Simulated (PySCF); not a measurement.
# C2H5FO: NMR shifts and spin-spin couplings

Aim: predict the NMR shifts and spin-spin couplings of C2H5FO (`OCCF`).

Computed with PySCF 2.14.0, with density-fitted response routines of our own, on a single molecule in the gas phase. Atoms are numbered from 0 throughout.

## (1) Starting geometry

9 atoms, charge 0, multiplicity 1; geometry from: GFN2-xTB, dihedral held. The dihedral F0–C1–C2–O3 is held at 120°.

Bonds of the start (Å): F0–C1 1.37, C1–C2 1.54, C2–O3 1.40, C1–H4 1.10, C1–H5 1.09, C2–H6 1.10, C2–H7 1.09, O3–H8 0.96.

## (2) NMR shieldings: PBE0/pcSseg-1

Job settings and geometry (Å):

```
{"job": {"kind": "nmr", "xc": "PBE0", "basis": "pcSseg-1"}, "charge": 0, "multiplicity": 1}
F      0.966964    -1.231627     0.725330
C      0.582269    -0.573006    -0.414849
C     -0.215338     0.695508    -0.066571
O      0.380961     1.870766    -0.549413
H      1.503624    -0.308148    -0.945480
H     -0.000696    -1.288522    -1.003017
H     -1.248851     0.607372    -0.424629
H     -0.231682     0.800783     1.020870
H      0.354275     1.877226    -1.512488
```

Method: GIAO PBE0/pcSseg-1 NMR shielding, non-relativistic, gas phase.

**Question.** This job is followed by: B3LYP/pcJ-1 indirect spin-spin coupling, non-relativistic, gas phase. Predict these results of the whole session: 13C shifts against TMS (PBE0/pcSseg-1); 1H shifts against TMS (PBE0/pcSseg-1); 19F shifts against CFCl3 (PBE0/pcSseg-1); 17O shifts against H2O (PBE0/pcSseg-1); largest coupling of the table (B3LYP/pcJ-1).

The runs gave:

| quantity | value |
| --- | --- |
| 13C shifts against TMS (PBE0/pcSseg-1) | 92.6, 69.8 ppm |
| 1H shifts against TMS (PBE0/pcSseg-1) | 5.05, 4.72, 4.44, 4.20, 0.40 ppm |
| 19F shifts against CFCl3 (PBE0/pcSseg-1) | -237.8 ppm |
| 17O shifts against H2O (PBE0/pcSseg-1) | 42.9 ppm |
| largest coupling of the table (B3LYP/pcJ-1) | 1J(F,C) F0–C1, -232.2 Hz |

**Reading.** Shifts at one fixed geometry are not the observed spectrum, which averages over the motion. The geometry holds a dihedral fixed, so it need not be a minimum. At PBE0/pcSseg-1: The largest span, 131 ppm, is at F0, where the paramagnetic term is -64 ppm. Of the pairs tabulated at B3LYP/pcJ-1, F0–C1 couples most strongly (-232.2 Hz; Fermi contact -283.3 Hz).
